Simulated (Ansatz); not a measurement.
```yaml
crystal:
  periodic: [false, false, false]
  atoms:
    - {symbol: C, position_ang: [-2.174644, 0.833446, -0.333075]}
    - {symbol: C, position_ang: [-0.651216, -0.157267, -0.266931]}
    - {symbol: O, position_ang: [-0.594334, -2.562553, 0.466067]}
    - {symbol: S, position_ang: [1.566807, 2.112099, 1.174767]}
    - {symbol: P, position_ang: [5.702876, 0.858182, 1.177126]}
    - {symbol: H, position_ang: [-3.236372, 3.074362, -1.666326]}
    - {symbol: H, position_ang: [-4.049390, 0.672186, 0.560871]}
    - {symbol: H, position_ang: [-4.158389, -0.238978, -1.320169]}
    - {symbol: H, position_ang: [0.377402, -0.673188, -2.560560]}
    - {symbol: H, position_ang: [-1.288689, -3.117305, 2.000390]}
    - {symbol: H, position_ang: [4.611079, -2.042445, 1.052251]}
    - {symbol: H, position_ang: [5.288769, 0.565213, -1.459000]}
basis:
  gaussian: {orbitals: cc-pVTZ-DK, fitting: {mean_field: def2-universal-jkfit}}
hamiltonian: {xc: {name: BLYP}, dispersion: d3bjatm}
output: {forces: true}
```

```sh
$ ansatz run in.yaml --threads 4 --pin off --events-out ev --progress --plain --max-ram 10444MiB
```

It prints (some lines left out):

```
Functional definition: BLYP
609 factors; integrals over basis functions are off by at most 1.5e0 eV
mean field evaluation 1: about -24324.8622 eV, gradient 1.1e2 eV
mean field evaluation 2: about -23053.2592 eV, gradient 3.8e2 eV
mean field evaluation 4: about -24089.5689 eV, gradient 1.9e2 eV
mean field evaluation 8: about -24375.4052 eV, gradient 7.5e0 eV
mean field evaluation 16: about -24376.3945 eV, gradient 8.9e-1 eV
mean field evaluation 32: about -24376.4372 eV, gradient 5.2e-4 eV
mean field -24376.43716235 eV, -895.8175427739 hartree, gradient 3.0e-6 eV, S^2 0.000000; 10 other end points of the search recorded, 0 dependent functions left out
reference -24376.43775534 eV, -895.8175645656 hartree; 29, 29 occupied and 227, 227 virtual orbitals, 609 factors
Total energy: -24376.81276937 eV, -895.8313460771 hartree
Relativity: scalar
Atom 0 at    -2.174644     0.833446    -0.333075 Å, force     1.437239    -1.932936     0.879386 eV/Å
Atom 1 at    -0.651216    -0.157267    -0.266931 Å, force    -3.332903     0.901585    -0.810801 eV/Å
Atom 2 at    -0.594334    -2.562553     0.466067 Å, force    -1.478574     0.110092     2.792092 eV/Å
Atom 3 at     1.566807     2.112099     1.174767 Å, force     0.069993    -0.490677    -0.223122 eV/Å
Atom 4 at     5.702876     0.858182     1.177126 Å, force    -1.395232    -1.375702    -2.102558 eV/Å
Atom 5 at    -3.236372     3.074362    -1.666326 Å, force     0.315430    -0.637579     0.157282 eV/Å
Atom 6 at    -4.049390     0.672186     0.560871 Å, force     1.844240    -0.439428    -1.546976 eV/Å
Atom 7 at    -4.158389    -0.238978    -1.320169 Å, force     0.728611     0.637860     1.034279 eV/Å
Atom 8 at     0.377402    -0.673188    -2.560560 Å, force    -0.484609     0.252827     1.163872 eV/Å
Atom 9 at    -1.288689    -3.117305     2.000390 Å, force     1.457553     1.462640    -3.424629 eV/Å
Atom 10 at     4.611079    -2.042445     1.052251 Å, force     0.484425     1.240507     0.104937 eV/Å
Atom 11 at     5.288769     0.565213    -1.459000 Å, force     0.353828     0.270811     1.976237 eV/Å
Dipole moment:     0.408680     0.195367     0.304842 e Å
```

Question: Something in this input is off. What?

Answer: The coordinates are in bohr but typed as ångström. The run converged. The result belongs to that input, not to the molecule as meant.
